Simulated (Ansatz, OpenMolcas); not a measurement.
# Exact exchange and the electronic atomisation energy of BF

BF has 2 atoms, charge 0, and is taken as a singlet. SMILES: `[B]F`. Geometry: relaxed at PBE0-D4/def2-TZVP.

The electronic atomisation energy y, in eV, basis def2-TZVPPD; a is the functional's share of exact exchange. Programs: Ansatz 0.2.0, OpenMolcas 26.06.

```
functional     program     a  y (eV)
      BLYP      Ansatz     0    7.91
      TPSS  OpenMolcas     0    7.73
     B3LYP      Ansatz   0.2    7.79
      PBE0      Ansatz  0.25       ?
   r2SCAN0      Ansatz  0.25    7.55
     BHLYP      Ansatz   0.5    7.41
```

**Question.** Fit y = c + s·a to the known rows and predict PBE0.

**Answer.** 
1. Means of the 5 rows: a = 0.1900, y = 7.678.
2. Σ(Δa)² = 0.172, Σ(Δa·Δy) = -0.1436, so the slope is -0.1436/0.172 = -0.83488.
3. Intercept: 7.678 − (-0.83488) × 0.1900 = 7.837. The largest residual of the fit is 0.12.
4. PBE0: 7.837 + (-0.83488) × 0.25 = 7.63 eV.

The run gave 7.76 eV, so the prediction is off by -0.13 eV, about the scatter of the fit. The rows mix families of semi-local functionals, which the line can't see.
